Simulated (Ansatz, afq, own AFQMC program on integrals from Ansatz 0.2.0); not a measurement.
**AFQMC, coupled cluster and functionals along a coordinate of AlBH$_{2}$, triplet**

```xyz
4

B     0.0000    0.0000    1.5511
Al    0.0000    0.0000   -0.5282
H     0.0000   -1.4113   -1.2487
H     0.0000    1.4113   -1.2487
```

The B1–Al2 distance is changed with both sides rigid. Energies in mEh count from this geometry (2.079 Å) at the same level; the start stands on UHF, each point on the determinant named.

Basis cc-pVDZ. Only valence electrons are correlated. Ansatz 0.2.0 and our own AFQMC program on the same integrals; the CISD trial comes from CCSD amplitudes, and released means the phaseless constraint is let go. Error bars are statistical, one sigma.

Cautions, each for one point or more: lower spins were not checked; the ph-AFQMC/CISD walk drifts between its halves.

| r(B1–Al2) / Å | det. | T1 | weight | ⟨S²⟩ | CCSD(T) | ph-AFQMC/CISD | released AFQMC | CCSDT(Q) | CCSD | PBE0 |
| --- | --- | --- | --- | --- | --- | --- | --- | --- | --- | --- |
| 1.631 | UHF | 0.026 | 0.89 | 2.01 | 87.3 | 87.8 ± 0.4 | 87.6 ± 0.6 | 87.3 | 87.4 | 79.3 |
| 2.555 | UHF | 0.036 | 0.87 | 2.02 | 21.1 | 21.5 ± 0.4 | 21.7 ± 0.6* | 20.6 | 21.5 | 23.6 |
| 4.675 | UHF | 0.013 | 0.89 | 2.01 | 72.9 | 74.1 ± 0.4 | 74.1 ± 0.5* | 73.4 | 71.4 | 87.2 |
| 7.121 | UHF | 0.013 | 0.89 | 2.01 | 73.8 | 74.9 ± 0.4 | – | 74.4 | 72.3 | 88.9 |

Weight is that of the determinant in the CISD state; at the start T1 is 0.028 and the weight 0.89, and ⟨S²⟩ is 2.01. An asterisk marks released energies that aren't shown to be converged. A dash marks a missing value, a released energy that hasn't settled or a functional that sits on another state. Largest departures from CCSDT(Q), at the points where its series has closed: CCSD(T) -0.6 mEh at 7.121 (on UHF), ph-AFQMC/CISD 0.9 mEh at 2.555 (on UHF), CCSD -2.1 mEh at 7.121 (on UHF), PBE0 14.5 mEh at 7.121. Functionals count only at points shown to share the start's state and spin. In this small basis the wave-function levels are far from their limit, so their gap to the functionals isn't the functionals' error.

Some points may be missing: those where a free walk finds a much lower state, and past Zn most of those on another determinant than at the start.

CCSDT and higher add their correlation energy to the determinant of the CCSD(T) run, since their own runs factorise the integrals more tightly (a shift of under 2 meV). A walk keeps the symmetry of its determinant, which the program's search chose and which needn't be the lowest solution, so a lower state of the same spin and another symmetry isn't excluded.
